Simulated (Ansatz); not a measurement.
InSe (R3m, No. 160) was calculated with r²SCAN-D4 (PAW; Ansatz, a quantum-chemistry and plane-wave program).

Settings: plane-wave cutoff 500 eV, 12×12×12 k mesh, gaussian smearing 0.02 eV, scalar-relativistic PAW data made under PBE.

Cell (relaxed at this level):

InSe has the trigonal space group R3m, hexagonal axes (No. 160), Pearson symbol hR4. Conventional cell: a = 4.0285 Å, b = 4.0285 Å, c = 25.4670 Å, α = 90.00°, β = 90.00°, γ = 120.00°. In1 on 3a has 3 Se at 2.646 Å (trigonal pyramidal). In2 on 3a sees 3 Se at 2.646 Å (trigonal pyramidal). Se1 on 3a is coordinated by 3 In at 2.646 Å (trigonal pyramidal). Se2 on 3a is coordinated by 3 In at 2.646 Å (trigonal pyramidal). (Neighbours: up to the widest gap in distance over summed covalent radii, below 1.35, at either atom; cation-cation and far metal-metal contacts left out.)
(The calculation used a cell of 4 atoms; values per cell refer to that cell.)

**Question.** Give the computed band gap.

**Answer.** 
band gap: 0.85 eV (on the SCF k mesh)

Spin–orbit coupling is not included.

Computing time: very roughly 13 core-minutes.
